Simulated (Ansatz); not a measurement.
# C₂H₃ClO (singlet): the correlation ladder, cc-pV(T+d)Z

How much of the correlation energy of C₂H₃ClO (singlet) does each wave-function method recover here?

Computed with Ansatz 0.2.0, Gaussian basis. Level: cc-pV(T+d)Z, core rule «outside noble gas», up to 8 orbitals frozen.

Plan: UHF; CCSD(T) on RHF; CCSDT(Q) on RHF.

2 further runs of the same task are left out: 2 set aside as unsound or not needed.

## (1) The geometry

The geometry is an MP2(full)/6-31G* stationary point (not a proven minimum).

7 atoms, charge 0, spin multiplicity 1.

Atoms are counted from 1 here; the program's logs count them from 0.

Bond lengths: C1–C2 1.498 Å, C1–Cl3 1.800 Å, C1–O4 1.200 Å, C2–H5 1.090 Å, C2–H6 1.092 Å, C2–H7 1.092 Å. Angles: C2–C1–Cl3 111.9°, C2–C1–O4 127.4°, Cl3–C1–O4 120.6°, C1–C2–H5 108.8°, C1–C2–H6 109.6°, C1–C2–H7 109.6°, H5–C2–H6 110.5°, H5–C2–H7 110.5°, H6–C2–H7 107.9°.

## (2) UHF

in.yaml

```yaml
crystal:
  periodic: [false, false, false]
  atoms:
    - {symbol: C, position_ang: [0.078136, 0.574889, 0.000000]}
    - {symbol: C, position_ang: [1.564211, 0.767388, 0.000000]}
    - {symbol: Cl, position_ang: [-0.374150, -1.166988, 0.000000]}
    - {symbol: O, position_ang: [-0.767403, 1.425951, 0.000000]}
    - {symbol: H, position_ang: [1.779163, 1.835804, 0.000000]}
    - {symbol: H, position_ang: [1.995983, 0.291078, 0.882679]}
    - {symbol: H, position_ang: [1.995983, 0.291078, -0.882679]}
basis:
  gaussian: {orbitals: "cc-pV(T+d)Z.json"}
magnetization: {spin_polarized: true, initial_magnetization: 0}
hamiltonian: {xc: hf}
output: {orbitals: {seedname: orbitals}}
```

Run with:

```console
$ ansatz run in.yaml --threads 1 --pin off --events-out ev --progress --plain --max-ram 3956MiB --backend cpu
```

After this run come: CCSD(T) on RHF; CCSDT(Q) on RHF.

Q: Predict the results of all the runs planned. Wanted: RCCSDT(Q) below the RHF energy; RMP2 from RCCSDT(Q); RCCSD from RCCSDT(Q); RCCSD(T) from RCCSDT(Q); T1 diagnostic.

**Answer**, as computed:

| quantity | value |
| --- | --- |
| RCCSDT(Q) below the RHF energy | -22.2630 eV |
| RMP2 from RCCSDT(Q) | +1751.2 meV |
| RCCSD from RCCSDT(Q) | +1044.1 meV |
| RCCSD(T) from RCCSDT(Q) | +71.3 meV |
| levels within 1 kcal/mol (43 meV) | none |
| T1 diagnostic | 0.015 |

**Reading.** RCCSD(T) lands +71.3 meV from the yardstick (0.3 % of the correlation energy). These misses are within one basis, not against nature.
